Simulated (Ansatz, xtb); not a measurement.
## H3OSi2: which of two structures lies lower

Structure I: a doublet given by its coordinates. Structure II: `[SiH]O[SiH2]`, a doublet. Both are isolated molecules in the gas phase, relaxed with r2SCAN-D4/def2-SVP; the shapes shown needn't be the lowest conformers.

I (Å):

```xyz
6

O     0.9210    0.6649   -1.7864
Si   -1.3240    1.8773    0.5495
Si   -0.3061    0.3063   -0.7252
H    -0.5289   -1.1821   -0.8306
H     1.3030   -0.0628   -2.2937
H    -2.1020    0.6249    1.0057
```

Close contacts (Å): O1–Si3 1.66, Si2–Si3 2.26, O1–H5 0.97, Si2–H6 1.54, Si3–H4 1.51.

II (Å):

```xyz
6

O    -0.6659   -0.1569   -0.7851
Si   -2.1846   -0.7274   -0.3610
Si    0.9412   -0.1089   -0.3153
H     1.0642   -0.3760    1.1558
H     1.5042    1.2273   -0.6771
H    -1.7885   -1.3560    1.0084
```

Task: Estimate which is lower in electronic energy at CCSD(T)/def2-SVP, and by roughly how much.

Result: The CCSD(T)/def2-SVP calculation puts structure II lower, by 52.7 kJ/mol.

Level by level:

```csv
level,geometry,E(II) − E(I) (kJ/mol),departure from the last row (kJ/mol),"job, with rough time for the two"
r2SCAN-D4/def2-SVP,r2SCAN-D4/def2-SVP,−25.7,+27.1,"optimisation, 4.3 min"
HF/def2-SVP,r2SCAN-D4/def2-SVP,−91.5,−38.7,part of the CCSD(T) run
MP2/def2-SVP,r2SCAN-D4/def2-SVP,−48.2,+4.5,part of the CCSD(T) run
CCSD(T)/def2-SVP,r2SCAN-D4/def2-SVP,−52.7,,"single point, 23 s"
```

None of the levels shown reverses the order. The largest departure from CCSD(T)/def2-SVP is that of HF/def2-SVP, 38.7 kJ/mol. Levels run at GFN2-xTB geometries aren't shown. MP2 in a larger basis moves the difference by +16.2 kJ/mol, a step that isn't added because spin contamination makes open-shell MP2 unreliable in this search.

With harmonic frequencies from r2SCAN-D4/def2-SVP (ideal gas, rigid rotor, one conformer each, 400 K, 1 atm): on the last row, ΔE + ΔZPE = −59.0, ΔH = −60.0, ΔG = −58.6 kJ/mol.

Open shells are spin-unrestricted, with notable spin contamination under HF/def2-SVP, MP2/def2-SVP, CCSD(T)/def2-SVP. The correlated steps freeze 11 core orbitals. Mirror images aren't counted in ΔG. Run with Ansatz 0.2.0; the last row on 1 thread of Intel(R) Xeon(R) Processor @ 2.50GHz (Skylake/Cascade Lake) on a shared host.
